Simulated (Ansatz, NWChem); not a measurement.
Heat of formation of C4H4N2 (pyrazine) from total energies

C4H4N2 has 10 atoms, charge 0, and is taken as a singlet. As SMILES, `c1cnccn1`. The shape is that of a PBE0-D4/def2-TZVP optimisation.

Total energies at M06-2X/cc-pVDZ (NWChem 7.3.0); the atoms run unrestricted:

```tsv
species	state	energy (Eh)
C4H4N2	singlet	-264.232145
C	triplet	-37.836371
N	quartet	-54.574542
H	doublet	-0.497411
```

Harmonic wavenumbers at PBE/def2-SVP, in cm⁻¹: 309, 417, 584, 703, 764, 776, 916, 963, 969, 997, 1023, 1060, 1136, 1210, 1278, 1316, 1402, 1462, 1561, 1576, 3073, 3074, 3087, 3094.

Measured heats of formation of the gaseous atoms at 298.15 K, in kJ/mol: C 716.9, N 472.4, H 218.0. Spin-orbit lowering of the atoms at 298 K (mean of the ground term's levels less their thermal mean, from spectra), in kJ/mol: C 0.02. Take 1 Eh = 2625.50 kJ/mol, 1 cm⁻¹ = 0.0119627 kJ/mol, RT = 2.479 kJ/mol.

Question: What heat of formation follows?

Answer: 
1. Electronic atomisation energy: 4 × (-37.836371) + 2 × (-54.574542) + 4 × (-0.497411) − (-264.232145) = 1.747933 Eh = 4589.2 kJ/mol.
2. Zero-point energy: half the sum of the wavenumbers, 16375 cm⁻¹ = 195.9 kJ/mol.
3. Thermal vibrational enthalpy, Σ hcν̃/(exp(hcν̃/kT) − 1): 3.9 kJ/mol. Translation, rotation and pV of a non-linear molecule: 4 RT = 9.9 kJ/mol.
4. The 10 free atoms carry 5/2 RT each: 62.0 kJ/mol.
5. Spin-orbit coupling lowers the free atoms by 4 × 0.02 = 0.1 kJ/mol.
6. Atomisation enthalpy at 298 K: 4589.2 − 0.1 − 195.9 − 3.9 − 9.9 + 62.0 = 4441.4 kJ/mol.
7. Sum of the atoms' heats of formation: 4684.4 kJ/mol. Heat of formation: 4684.4 − 4441.4 = +243.0 kJ/mol.

The tabulated value is +196.1 kJ/mol (CRC Handbook of Chemistry and Physics), so this level is off by +46.9 kJ/mol, or 1.0 % of the atomisation enthalpy. Anharmonicity and any spin-orbit splitting of the molecule are left out.
